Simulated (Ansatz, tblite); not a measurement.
Cost and result up the ladder for BH2(CH2SiH3) (CH₇BSi) (10 atoms). Total charge 0; singlet. Geometry: PBE0-D4/def2-TZVP.

| atom | x (Å) | y (Å) | z (Å) |
| --- | --- | --- | --- |
| B1 | 1.019 | 1.095 | -0.334 |
| H2 | 0.542 | 2.148 | -0.647 |
| H3 | 1.998 | 0.712 | -0.912 |
| C4 | 0.342 | 0.213 | 0.721 |
| Si5 | -0.905 | -0.880 | -0.199 |
| H6 | 1.006 | -0.498 | 1.222 |
| H7 | -0.264 | 0.755 | 1.454 |
| H8 | -1.928 | -0.053 | -0.890 |
| H9 | -0.222 | -1.735 | -1.204 |
| H10 | -1.588 | -1.757 | 0.789 |

Ansatz on 4 threads of AMD EPYC 9B14 on a shared host; xTB runs through tblite on one thread. Times are rough, summed over both states, and most runs start from the orbitals of an earlier one. PBE0-D4/def2-TZVP serves as the yardstick here, not as an exact answer. The other state is a doublet.

The xTB rows come from tblite.

Run but left out: PBE-D4/def2-TZVP (charge +1 doublet: an occupied level 0.02 eV above an empty one).

Raw xTB energies of ions are shifted by several eV.

| level | functions | wall time | vertical IE (eV) | difference from PBE0-D4/def2-TZVP (eV) |
| --- | --- | --- | --- | --- |
| GFN2-xTB | 24 | 0.007 s | 13.98 | 2.80 |
| GFN1-xTB | 31 | 0.009 s | 15.07 | 3.88 |
| PBE0-D4/def2-TZVP | 141 | 3.7 s | 11.18 | 0.00 |
| r2SCAN-D4/def2-TZVP | 141 | 4.3 s | 10.99 | -0.20 |
